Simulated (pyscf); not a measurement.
6 silicon, germanium or tin steps of one kind (concerted two-bond exchange, closed-shell): barrier in kJ/mol, from the separated reactants or the lowest minimum found. Structures and frequencies: ωB97X-D3(BJ)/def2-SVP in PySCF. Functionals in def2-TZVP; the last column is ωB97M-D3(BJ)/def2-TZVP. Rows were drawn at random from the steps of this kind and element class whose saddle was verified and whose references are stable.

| step | PBE | r²SCAN | M06-2X | ωB97M-D3(BJ) |
|---|---|---|---|---|
| `[CH2]1[CH2][SiH2]1` + `[H][H]` → `[CH3][CH2][SiH3]` | 184.6 | 192.4 | 215.7 | 204.7 |
| `[O]=[CH][OH]` + `[SiH4]` -> `[O]=[CH][O][SiH3]` + `[H][H]` | 105.2 | 105.4 | 123.5 | 126.0 |
| `[Cl][CH2][SiH2][Cl]` → `[CH3][SiH]([Cl])[Cl]` | 216.6 | 223.2 | 260.1 | 249.9 |
| `[NH]=[SiH][SiH3]` + `[H][H]` → `[NH2][SiH]` [singlet] + `[SiH4]` | 97.5 | 107.1 | 120.8 | 113.2 |
| `[SiH][SeH]` [singlet] + `[ClH]` -> `[SiH2]=[Se]` + `[ClH]` | 24.9 | 27.8 | 68.5 | 76.5 |
| `[NH]=[SiH2]` + `[SiH4]` → `[SiH][NH][SiH3]` [singlet] + `[H][H]` | 95.4 | 102.5 | 119.4 | 124.5 |

Differences from the last column (kJ/mol): PBE: mean -28.4, median -24.9, mean size 28.4, lower in 6 of 6; r²SCAN: mean -22.7, median -21.3, mean size 22.7, lower in 6 of 6; M06-2X: mean +2.2, median +2.5, mean size 7.4, lower in 3 of 6. PBE is closest for row 4 (15.8 kJ/mol apart) and farthest for row 5 (51.6 kJ/mol). PBE, r²SCAN and M06-2X carry no added dispersion term. The last column is a level with limits of its own. Each barrier is that of the saddle found. Elements up to Kr have no core potential and no relativistic terms here.
